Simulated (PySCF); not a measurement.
# C3H5F: geometry, NMR shifts, spin-spin couplings, electronic excitations and core binding energies

What NMR shifts, spin-spin couplings, electronic excitations and core binding energies should C3H5F (`C/C=C/F`) show?

Programs: PySCF 2.14.0, with density-fitted response routines of our own. Each step states its level of theory. These are calculated values for one molecule in the gas phase, unless marked as measured. Atoms count from 0, in the outputs and in this text.

## Step 1: The molecule as given

9 atoms, charge 0, multiplicity 1; geometry from: MMFF94s.

Bonds of the start (Å): C0–C1 1.49, C1–C2 1.33, C2–F3 1.35, C0–H4 1.09, C0–H5 1.09, C0–H6 1.09, C1–H7 1.09, C2–H8 1.08.

## Step 2: Relaxing the molecule at PBE0-D3(BJ)/def2-SVP

What the job is given:

```
{"job": {"xc": "PBE0", "basis": "def2-SVP", "d3": "d3bj", "grid": 1, "kind": "geom"}, "charge": 0, "multiplicity": 1}
C     -1.172178    -0.033792     0.006275
C      0.231383     0.464933     0.071522
C      1.305690    -0.312852    -0.062634
F      2.548592     0.196860     0.005947
H     -1.218555    -1.114061    -0.164795
H     -1.690554     0.185904     0.944572
H     -1.707953     0.464119    -0.807614
H      0.376654     1.528600     0.238951
H      1.326922    -1.379711    -0.232226
```

**Question.** This job is followed by: GIAO PBE0/pcSseg-1 NMR shielding, non-relativistic, gas phase; B3LYP/pcJ-1 indirect spin-spin coupling, non-relativistic, gas phase; TDDFT CAM-B3LYP/def2-SVPD, vertical, gas phase, core orbitals frozen in the response; GIAO B3LYP/pcSseg-2 NMR shielding, non-relativistic, gas phase; delta-SCF UKS SCAN, pcX-2 on the ionised atom, pcseg-1 elsewhere, spin-free X2C. Predict these results of the whole session: point group; rotational constants (main isotopes); 13C shifts against TMS (PBE0/pcSseg-1); 1H shifts against TMS (PBE0/pcSseg-1, means over atoms taken as alike); 19F shifts against CFCl3 (PBE0/pcSseg-1); largest coupling of the table (B3LYP/pcJ-1); lowest singlet (CAM-B3LYP/def2-SVPD); brightest single state of those computed; lowest triplet; vertical ionisation energy (ΔSCF); C1s binding energies, SCAN/pcX-2; F1s binding energies, SCAN/pcX-2; range of the shift of F3.

**Answer**, as computed:

| quantity | value |
| --- | --- |
| point group | Cs |
| rotational constants (main isotopes) | 43.54, 3.88, 3.64 GHz |
| 13C shifts against TMS (PBE0/pcSseg-1) | 158.2, 112.1, 12.9 ppm |
| 1H shifts against TMS (PBE0/pcSseg-1, means over atoms taken as alike) | 6.63, 5.44, 1.63 ppm |
| 19F shifts against CFCl3 (PBE0/pcSseg-1) | -118.5 ppm |
| largest coupling of the table (B3LYP/pcJ-1) | 1J(C,F) C2–F3, -335.3 Hz |
| lowest singlet (CAM-B3LYP/def2-SVPD) | 7.12 eV (174 nm), f = 0.008 |
| brightest single state of those computed | state 3, 7.37 eV, f = 0.349 |
| lowest triplet | 4.32 eV |
| vertical ionisation energy (ΔSCF) | 9.73 eV |
| C1s binding energies, SCAN/pcX-2 | C2 292.67, C0 291.22, C1 290.72 eV |
| F1s binding energies, SCAN/pcX-2 | F3 692.99 eV |
| range of the shift of F3 | -130.9 to -118.5 ppm |

**Reading.** The optimisation took 9 steps and gained 0.020 eV; among the close pairs (by a distance rule), C2–H8 changed most, from 1.080 to 1.096 Å. At PBE0/pcSseg-1: Shielding is most anisotropic at C1 (span 189 ppm, paramagnetic term -185 ppm). In the run at B3LYP/pcJ-1, the largest coupling of the table is C2–F3, -335.3 Hz, of which the Fermi-contact term gives -321.7 Hz. The lowest singlet, at 7.12 eV, is HOMO→LUMO 0.88 and is weak; of the 10 states computed, the strongest absorption comes from state 3 at 7.37 eV. The lowest triplet lies 2.79 eV below the lowest singlet (triplets in Tamm-Dancoff, singlets in full TDDFT). At CAM-B3LYP/def2-SVPD, the highest states lie near or above the ionisation energy, where they hang on the basis. ΔSCF puts the ionisation energy at 9.73 eV, 1.12 eV above −ε(HOMO). C2 (alkene CH) binds its C1s electron 1.95 eV more tightly than C1 (alkene CH). In ppm, F3 moves most: its shift spreads over 12.5 ppm, from -130.9 (B3LYP/pcSseg-2) to -118.5 (PBE0/pcSseg-1). Part of that comes from the computed reference.
